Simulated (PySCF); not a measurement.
Which level of theory gave which numbers?

Compound: 1,2-dichloroethane, C₂H₄Cl₂.
InChI=1S/C2H4Cl2/c3-1-2-4/h1-2H2

The closed-shell ground state was solved 4 times with PySCF (density fitting, gas phase), always in the pcSseg-2 basis (214 functions), with these functionals: B3LYP, B97-D, HF and PBE0. Isolated species at its PBE0-D3(BJ)/def2-SVP geometry (one conformer only).

```csv
row,total energy (Eh),HOMO (eV),LUMO (eV)
P,-999.0914,-7.33,-0.89
Q,-998.7003,-8.73,0.17
R,-997.1284,-12.03,2.63
S,-999.1356,-8.47,-0.11
```

Which functional belongs to which row?

P = B97-D, Q = PBE0, R = HF, S = B3LYP. By rising HOMO–LUMO gap: B97-D (GGA) 6.44 eV; B3LYP (global hybrid, 20 % exact exchange) 8.36 eV; PBE0 (global hybrid, 25 % exact exchange) 8.90 eV; HF (all exact exchange) 14.66 eV. Total energies of different functionals aren't bounds to one another; each is stationary for its own functional.

The values belong to the conformer `[Cl:1][CH2:2][CH2:3][Cl:4]`: Cl1–C2–C3–Cl4 180°.

B97-D is run here without its empirical dispersion term; that term would change no orbital, density or response property at a fixed geometry.
